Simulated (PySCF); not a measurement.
**C: ionisation energy**

C [He] 2s2 2p2 (3P) → C⁺ [He] 2s2 2p1 (2P), as a difference of total energies. All numbers are calculated (PySCF 2.14, scalar relativity by spin-free X2C-1e, in x2c-SVPall (3s2p1d, 14 functions)). Correlated levels: valence: 1s2 frozen. The calculations carry no spin-orbit coupling.

Question: Order these methods by the ionisation energy they give, lowest first.
A. UHF
B. B3LYP
C. SCS-MP2 (valence)
D. CCSD(T) (valence)

Answer: A (10.908 eV), D (10.985 eV), C (11.023 eV), B (11.592 eV).

Errors of the correlated levels include the incompleteness of this basis and the frozen core.

For comparison: 11.262 eV (measured; NIST levels, between the centres of gravity of the two terms).
